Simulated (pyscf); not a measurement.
Elementary routes open to water (H₂O) + O=AsH in the gas phase (singlet surface):
A. HO–AsH–OH (H–O broken; As–O, H–O formed)
B. O=As–OH + hydrogen (H₂) (As–H, H–O broken; As–O, H–H formed)

Optimised with ωB97X-D3(BJ)/def2-SVP in PySCF.

**Question.** Rank the routes by free-energy barrier at 1200 K, lowest first, for ωB97M-D3(BJ)/def2-TZVP energies (ideal gas, 1 atm, RRHO with modes under 100 cm⁻¹ raised to 100, one conformer, R ln 2 for chiral ones without a mode under 150 cm⁻¹).

**Answer.** A (1.76 eV), B (2.55 eV)

Route A is the fastest of these, ahead of the next by 0.78 eV. The most stable products are those of B (ΔG = -0.63 eV), whose barrier is 0.78 eV higher: the kinetic and the thermodynamic product differ. At 298 K A is still the fastest. A: On the reactant side the descent ends in a bound adduct, 0.47 eV under the separated species and 0.33 eV under the saddle at ωB97X-D3(BJ)/def2-TZVP. B: On the reactant side the descent ends in a bound adduct, 0.47 eV under the separated species and 1.26 eV under the saddle at ωB97X-D3(BJ)/def2-TZVP. Only these routes are compared; each barrier is that of the saddle found, and lower ones may exist. Elements up to Kr have no core potential and no relativistic terms here.
